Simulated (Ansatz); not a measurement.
Zinc-blende BeTe, treated with rVV10 (Ansatz, an electronic-structure program, plane waves, PAW).

Input:

Ansatz 0.2 input:
```yaml
crystal:
  lattice:
    - [0.0, 2.8793815777, 2.8793815777]
    - [2.8793815777, 0.0, 2.8793815777]
    - [2.8793815777, 2.8793815777, 0.0]
  atoms:
    - { symbol: Be, position: [0.0, 0.0, 0.0] }
    - { symbol: Te, position: [0.25, 0.25, 0.25] }
basis:
  ecutwfc: 520
  ecutrho_ratio: 4
  xc_grid: 2
kpoints:
  mp_grid: { grid: [10, 10, 10] }
hamiltonian:
  xc: { exchange: rpw86, correlation: pbe }
  dispersion: rvv10
  pseudopotentials: { kind: paw }
scf:
  occupations: { method: fermi_dirac, width: 0.01 }
  convergence: { dr2_threshold: 0.0000000002 }
output:
  forces: true
  stress: true
  eigenvalues: true
```

Question: How many irreducible k-points, plane waves at Γ does the program set up, and what pressure does the run end with?

Answer: 47 irreducible k-points, 1243 plane waves at Γ; P = -2.05 GPa, so the cell is stretched on average and its volume would shrink at this level.

Excerpt of the program's output:

```
Crystal: 2 atoms, lattice volume = 47.745 Å³
Basis set: ecut = 520 eV, 1243 PW (Γ), exchange–correlation on 64×64×64 points (8 copies of the dense FFT grid, shifted against one another)
Bands: 13, of which v1, the nominal top of the filled ones, is band 9 counted from 1 (8 counted from 0)
Symmetry: 24 space group operations
Space group: F-43m (ITA 216), of the structure as read, at distance tolerance 3.6e-5 Å
k-points: 47 of 1000 (time reversal used)
Functional: x = rpw86, c = pbe(β = 0.06672455060314922) + rvv10(b = 6.3, C = 0.0093)
SCF iter   1: F=—  HF=-7121.640233 eV  |F-HF|=—  |Δ(HF+E_count)|=         —  Δρ=2.21e-3  dr2=2.28e-3
SCF iter   2: F=—  HF=-7121.638674 eV  |F-HF|=—  |Δ(HF+E_count)|=   1.56e-3  Δρ=8.71e-4  dr2=1.91e-4
  ...
SCF iter   6: F=—  HF=-7121.638718 eV  |F-HF|=—  |Δ(HF+E_count)|=   3.23e-9  Δρ=1.81e-6  dr2=8.44e-10
SCF iter   7: F=-7121.638718 eV  HF=-7121.638718 eV  |F-HF|=1.05e-10  |Δ(HF+E_count)|=   1.45e-9  Δρ=4.22e-7  dr2=1.37e-10
SCF 1 converged in 7 iterations: F = -7121.638718 eV  dr2 = 1.37e-10
SCF converged after 7 iterations
Free energy (F): -7121.638718 eV
Internal energy: -7121.638718 eV  (E = F + TS)
E sigma→0 (E₀):  -7121.638718 eV
Fermi energy:    7.644562 eV
--- Stress (GPa, compression-positive) ---
       -2.047954       0.000000      -0.000000
        0.000000      -2.047954       0.000000
       -0.000000       0.000000      -2.047954
  P = ⅓ Tr σ = -2.0480 GPa (-20.480 kbar)
```

The cell is one volume of an energy–volume scan, off the minimum.

The PAW data were made under PBE.
